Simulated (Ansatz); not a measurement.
# AlP₂H (triplet): wave-function methods side by side at a displaced geometry (v2), cc-pVDZ

An exercise on one series of results from a longer session: the logs are not shown, and one member is left open.

Computed with Ansatz 0.2.0, Gaussian basis. Level: cc-pVDZ, core rule «outside noble gas», up to 15 orbitals frozen.

To be run: UHF; CCSD(T) on ROHF; CCSD(T) on UHF; BCCD(T) on ROHF; CISD; CCSDT(Q) on ROHF; CCSDT(Q) on UHF.

28 further runs of the same task are left out: 4 for a known fault of the program, 7 that didn't finish, 17 set aside as unsound or not needed.

## What is computed

The geometry is a PBE0/def2-TZVP stationary point (not a proven minimum) with its atoms shifted at random (size 0.100 Å).

4 atoms, charge 0, spin multiplicity 3.

Atoms are counted from 1 here; the program's logs count them from 0.

Bond lengths: Al1–P2 2.256 Å, Al1–P3 2.267 Å, Al1–H4 1.593 Å, P2–P3 2.163 Å. Angles: P2–Al1–P3 57.2°, P2–Al1–H4 154.0°, P3–Al1–H4 148.3°, Al1–P2–P3 61.7°, Al1–P3–P2 61.2°.

Set-up of the first run:

Contents of in.yaml:

```yaml
crystal:
  periodic: [false, false, false]
  atoms:
    - {symbol: Al, position_ang: [0.087233, 0.006289, 1.347215]}
    - {symbol: P, position_ang: [-0.077641, 1.079417, -0.630502]}
    - {symbol: P, position_ang: [-0.001020, -1.082518, -0.638680]}
    - {symbol: H, position_ang: [0.082088, -0.073029, 2.938080]}
basis:
  gaussian: {orbitals: cc-pVDZ}
magnetization: {spin_polarized: true, initial_magnetization: 2}
hamiltonian: {xc: hf}
output: {orbitals: {seedname: orbitals}}
```

The run is started by

```console
$ ansatz run in.yaml --threads 1 --pin off --events-out ev --progress --plain --max-ram 2393MiB
```

Among the steps run: UHF; CCSD(T) on ROHF; CCSD(T) on UHF; BCCD(T) on ROHF; CISD; CCSDT(Q) on ROHF; CCSDT(Q) on UHF.

One of the session's tables, all rows but one given; the rest of the session is left out.

| method | from UCCSDT(Q) (kJ/mol) |
| --- | --- |
| ROHF | +860.5 |
| UHF | +826.9 |
| RMP2 | +113.9 |
| UMP2 | +135.3 |
| CISD | +143.3 |
| RCCSD | +49.4 |
| UCCSD | +46.9 |
| RCCSD(T) | +7.2 |
| UCCSD(T) | +7.8 |
| BCCD(T) | +7.2 |
| RCCSDT | +4.5 |
| UCCSDT | ? |
| RCCSDT(Q) | +0.2 |
| UCCSDT(Q) | 0 |

**Question.** Estimate the row for UCCSDT.

The run gave: from UCCSDT(Q) (kJ/mol): +4.0. In the column «from UCCSDT(Q) (kJ/mol)» it lies between RCCSDT(Q) (+0.2) and RCCSDT (+4.5).

Caveats from the session: Restricted and unrestricted rows rest on different reference determinants; where their highest levels disagree by more than a few hundredths of an eV, they describe different states and don't form one ladder.
